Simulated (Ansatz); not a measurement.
A nudged elastic band was laid between two geometries of C3H6OS (11 atoms, charge 0, multiplicity 1).

Computed with RKS PBE0-D4/def2-SVP in Ansatz 0.2.0.

```
movable images  : 5
climbing image  : yes
spring          : 5.0 eV/Å²
optimiser       : quadratic models (default)
start path      : IDPP
force threshold : 0.03 eV/Å
iteration limit : 60
end points      : relaxed
```

First end point:

```xyz
11
Properties=species:S:1:pos:R:3
C -1.276 -0.131 0.988
C -0.036 0.235 0.239
S 0.760 1.711 0.797
C 0.439 -0.497 -0.779
O 1.568 -0.157 -1.455
H -1.719 -1.053 0.584
H -2.033 0.669 0.924
H -1.064 -0.294 2.058
H 1.771 1.669 -0.095
H -0.082 -1.407 -1.097
H 1.738 -0.804 -2.144
```

Last end point:

```xyz
11
Properties=species:S:1:pos:R:3
C -1.004 -0.206 1.091
C -0.042 0.134 0.000
S 0.834 1.686 0.072
C 0.169 -0.632 -1.089
O 1.020 -0.377 -2.081
H -1.504 -1.165 0.885
H -1.778 0.570 1.204
H -0.494 -0.297 2.066
H 1.793 1.329 0.963
H -0.381 -1.568 -1.232
H 1.455 0.469 -1.858
```

Task: Which bonds break or form, and what moves?

Result: No bond is made or broken. The dihedral C2–C4–O5–H11 goes from -180 to 0°.

Task: Give the energies along the band, and the barrier.

Result: The run converged. The highest image is number 2 of 0 to 6, 2.0 kcal/mol above the first end and 7.0 kcal/mol above the last; the last end lies 5.0 kcal/mol below the first. A vibrational analysis at the climbing image gives one clearly imaginary mode, 306i cm⁻¹: a first-order saddle point.

```json
{"image": "0", "path coordinate (Å)": "0.00", "energy (kcal/mol)": "0.0", "dihedral C2–C4–O5–H11 (°)": "-180"}
{"image": "1", "path coordinate (Å)": "0.61", "energy (kcal/mol)": "0.7", "dihedral C2–C4–O5–H11 (°)": "-132"}
{"image": "2", "path coordinate (Å)": "1.23", "energy (kcal/mol)": "2.0", "dihedral C2–C4–O5–H11 (°)": "-84"}
{"image": "3", "path coordinate (Å)": "1.72", "energy (kcal/mol)": "0.3", "dihedral C2–C4–O5–H11 (°)": "-42"}
{"image": "4", "path coordinate (Å)": "2.21", "energy (kcal/mol)": "-2.5", "dihedral C2–C4–O5–H11 (°)": "-16"}
{"image": "5", "path coordinate (Å)": "2.70", "energy (kcal/mol)": "-4.3", "dihedral C2–C4–O5–H11 (°)": "-6"}
{"image": "6", "path coordinate (Å)": "3.18", "energy (kcal/mol)": "-5.0", "dihedral C2–C4–O5–H11 (°)": "0"}
```

Task: What is the geometry of the highest image?

Result: 
```xyz
11
Properties=species:S:1:pos:R:3:forces:R:3
C -1.245 -0.127 1.008 -0.01 0.00 0.01
C -0.024 0.170 0.200 0.01 0.03 -0.01
S 0.735 1.730 0.530 -0.01 -0.02 0.00
C 0.466 -0.680 -0.716 0.00 -0.01 0.01
O 1.598 -0.437 -1.445 -0.01 0.01 0.00
H -1.654 -1.112 0.745 0.00 0.00 0.00
H -2.030 0.628 0.837 0.00 0.00 0.00
H -1.015 -0.119 2.086 0.00 0.00 0.00
H 1.870 1.446 -0.147 0.00 0.00 0.00
H -0.003 -1.660 -0.869 0.00 0.00 0.00
H 1.367 0.106 -2.209 0.01 0.00 0.00
```

Task: What are the harmonic wavenumbers there?

Result: 306i, 184, 228, 290, 318, 376, 474, 594, 660, 795, 886, 1003, 1048, 1164, 1196, 1256, 1332, 1396, 1441, 1461, 1743, 2703, 3051, 3134, 3164, 3167, 3831 cm⁻¹.

Run time: 81 s on 2 threads of Intel(R) Xeon(R) 6975P-C (Granite Rapids), with other jobs on the host, peak memory 0.25 GiB.
